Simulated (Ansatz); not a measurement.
A made-up structure of C2H7N, singlet:

| atom | x (Å) | y (Å) | z (Å) |
| --- | --- | --- | --- |
| C1 | -0.8567 | 0.4073 | -0.7488 |
| N2 | -0.4599 | -0.1744 | 0.5125 |
| C3 | 0.9458 | -0.5039 | 0.5585 |
| H4 | -1.9106 | 0.6905 | -0.7140 |
| H5 | -0.7407 | -0.3348 | -1.5445 |
| H6 | -0.2684 | 1.2951 | -1.0389 |
| H7 | -0.6891 | 0.4569 | 1.2686 |
| H8 | 1.1583 | -1.2948 | -0.1671 |
| H9 | 1.2074 | -0.8857 | 1.5475 |
| H10 | -1.0007 | -0.8000 | 1.1096 |

It is relaxed with PBE-D4/def2-SVP and then PBE0-D4/def2-TZVP (Ansatz 0.2.0). Atoms count as bonded within 1.22 times the sum of their covalent radii (H–H: 0.88 Å). The end point is not checked to be a true minimum.

Q: Does its bonding change? (Judge from chemistry; the calculation decides.)

A: By the calculation: No: no bond forms or breaks.

Where it ends: The first stage lowers the energy by 1.02 eV in 7 steps. It ends as C₂H₇N ([CH2][NH2][CH3]):
```csv
atom,x (Å),y (Å),z (Å)
C1,-0.8979,0.4021,-0.7271
N2,-0.4529,-0.1477,0.5641
C3,1.0203,-0.4736,0.5407
H4,-1.9527,0.6858,-0.6852
H5,-0.7477,-0.3629,-1.4871
H6,-0.2541,1.2488,-0.9545
H7,-0.5735,0.5711,1.2717
H8,1.1009,-1.3496,-0.1169
H9,1.2508,-0.8133,1.5590
H10,-1.1077,-0.9043,0.8185
```

Labels in which every atom is bracketed show which atoms are joined, not bond orders.

For scale, one of the runs: PBE0-D4/def2-TZVP relaxation, 135 basis functions, launched by `ansatz run in.yaml --threads 2 --pin off --events-out ev --progress --plain --max-ram 4352MiB`. Hardware: 2 CPU threads of an Arm Neoverse V1, shared host. Wall time about 21 s.
